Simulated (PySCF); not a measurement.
# B2H6: geometry, NMR shifts, electronic excitations, spin-spin couplings and core binding energies

Wanted: the NMR shifts, electronic excitations, spin-spin couplings and core binding energies of B2H6, by calculation.

Computed with PySCF 2.14.0, with density-fitted response routines of our own, on a single molecule in the gas phase. Atoms are numbered from 0 throughout.

**1. The molecule as given**

8 atoms, charge 0, multiplicity 1; geometry from: GFN2-xTB.

Bonds of the start (Å): B0–H1 1.17, B0–H2 1.17, B0–H3 1.31, B0–H7 1.31, H3–B4 1.31, B4–H5 1.17, B4–H6 1.17, B4–H7 1.31.

**2. Optimising the geometry at PBE0-D3(BJ)/def2-SVP**

What the job is given:

```
{"job": {"xc": "PBE0", "basis": "def2-SVP", "d3": "d3bj", "grid": 1, "maxiter": 40, "kind": "geom"}, "charge": 0, "multiplicity": 1}
B      0.512330    -0.651880     0.361590
H      1.348300    -1.184480    -0.267850
H      0.361730    -0.994490     1.474260
H      0.629670     0.651070     0.285640
B     -0.512660     0.652050    -0.361420
H     -1.347930     1.185240     0.267880
H     -0.360500     0.994270    -1.473760
H     -0.630940    -0.651780    -0.286340
```

**Question.** This job is followed by: GIAO PBE0/pcSseg-1 NMR shielding, non-relativistic, gas phase; TDDFT PBE0/def2-SVPD, vertical, gas phase, core orbitals frozen in the response; B3LYP/pcJ-1 indirect spin-spin coupling, non-relativistic, gas phase; GIAO B3LYP/pcSseg-1 NMR shielding, non-relativistic, gas phase; delta-SCF UKS SCAN, pcX-2 on the ionised atom (unc-x2c-TZVPall on a metal), pcseg-1 elsewhere, spin-free X2C. What will the session give for the following? point group; rotational constants (main isotopes); ¹H shifts against TMS (PBE0/pcSseg-1); ¹¹B shifts against BF3·OEt2 (PBE0/pcSseg-1); lowest singlet (PBE0/def2-SVPD); brightest single state of those computed; lowest triplet; vertical ionisation energy (ΔSCF); largest coupling of the table (B3LYP/pcJ-1); B1s binding energies, SCAN/pcX-2; range of the shift of B0.

**Answer**, as computed:

```
                                   quantity                                     value
                                point group                                       D2h
       rotational constants (main isotopes)                   78.38, 18.22, 16.73 GHz
      ¹H shifts against TMS (PBE0/pcSseg-1)  4.62, 4.62, 4.62, 4.62, -0.69, -0.70 ppm
¹¹B shifts against BF3·OEt2 (PBE0/pcSseg-1)                            18.0, 18.0 ppm
            lowest singlet (PBE0/def2-SVPD)               6.46 eV (192 nm), f = 0.000
   brightest single state of those computed              state 8, 10.00 eV, f = 0.273
                             lowest triplet                                   5.93 eV
          vertical ionisation energy (ΔSCF)                                  11.68 eV
largest coupling of the table (B3LYP/pcJ-1)                   ¹J(B,H) B0–H2, 145.6 Hz
           B1s binding energies, SCAN/pcX-2                              B0 196.52 eV
                   range of the shift of B0                          18.0 to 18.4 ppm
```

In words: Relaxing lowered the energy by 0.111 eV in 4 steps; the close pair that moved most is B0–B4, from 1.809 to 1.761 Å. The structure rearranged or came apart on optimisation; the results belong to the end geometry, not to the formula as drawn. Shifts at one fixed geometry are not the observed spectrum, which averages over the motion. The lowest singlet, at 6.46 eV, is HOMO→LUMO 1.00 and is dark; of the 10 states computed, the strongest absorption comes from state 8 at 10.00 eV. The lowest triplet lies 0.53 eV below the lowest singlet (triplets in Tamm-Dancoff, singlets in full TDDFT). ΔSCF puts the ionisation energy at 11.68 eV, 2.48 eV above −ε(HOMO). Of the pairs tabulated at B3LYP/pcJ-1, B0–H2 couples most strongly (145.6 Hz; Fermi contact 145.5 Hz). In ppm, B0 moves most: its shift spreads over 0.4 ppm, from 18.0 (PBE0/pcSseg-1) to 18.4 (B3LYP/pcSseg-1).
